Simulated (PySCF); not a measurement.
Species: C5H8S.
Structure used (PBE0-D3(BJ)/def2-SVP), in Å, numbered top down from 1:
```
atom  x, y, z in Å
S1     0.161    2.937   -0.072
C2     0.072    1.319   -0.037
C3     1.234    0.361   -0.148
C4     0.674   -1.000    0.267
C5    -0.779   -0.936   -0.209
C6    -1.187    0.501    0.117
H7     1.533    0.345   -1.212
H8     2.111    0.713    0.414
H9     0.704   -1.098    1.365
H10    1.236   -1.848   -0.152
H11   -0.822   -1.100   -1.299
H12   -1.428   -1.690    0.261
H13   -2.018    0.911   -0.474
H14   -1.491    0.583    1.178
```

Probes without a nucleus sit at each ring's centroid and 1 Å off its mean plane on both sides; NICS is minus the shielding there, NICSzz its component along the normal. Level: GIAO CAM-B3LYP/pcSseg-2 (PySCF, non-relativistic, gas phase) on the PBE0-D3(BJ)/def2-SVP geometry, one conformer.

Ring bond lengths (Å): C2–C3 1.510, C3–C4 1.529, C4–C5 1.530, C5–C6 1.529, C6–C2 1.510.

Give the NICS values of each ring in ppm.

| ring | type | NICS(0) | NICS(1), two faces | NICS(1)zz, two faces | rms pucker (Å) | centre to ring atoms, mean (Å) |
| --- | --- | --- | --- | --- | --- | --- |
| C2–C3–C4–C5–C6 | 5-membered carbocycle; formal bonds all single | 2.0 | -2.2 / -2.3 | -2.6 / -2.7 | 0.17 | 1.28 |

What can be read from them?

- C2–C3–C4–C5–C6: mean NICS(1)zz -2.6 ppm, near zero. C3, C4, C5, C6 have four or more neighbours, and the NICS criterion for π rings isn't applied.

What field does 1 T along the ring normal induce along that normal at the second NICS(1) probe listed for ring C2–C3–C4–C5–C6, 1 Å off the ring?

NICSzz × B0 = -2.7 ppm × 1 T = -3 μT, against the applied field.

List the ring angles.

- C2–C3–C4–C5–C6: C2 107.8°, C3 105.3°, C4 103.1°, C5 103.1°, C6 105.3°; sum 524.6° against 540° for a flat convex ring.

How do the values depend on the level or the medium?

```tsv
level	NICS(0), C2–C3–C4–C5–C6	mean NICS(1)zz, C2–C3–C4–C5–C6
CAM-B3LYP/pcSseg-2, gas	2.0	-2.6
PBE0/pcSseg-1, gas	1.8	-2.9
```

The geometry is the same throughout.

The run took 59 s of wall time on an Arm Neoverse V2 with one thread, shared host. This is the whole shielding run at CAM-B3LYP/pcSseg-2, SCF included.
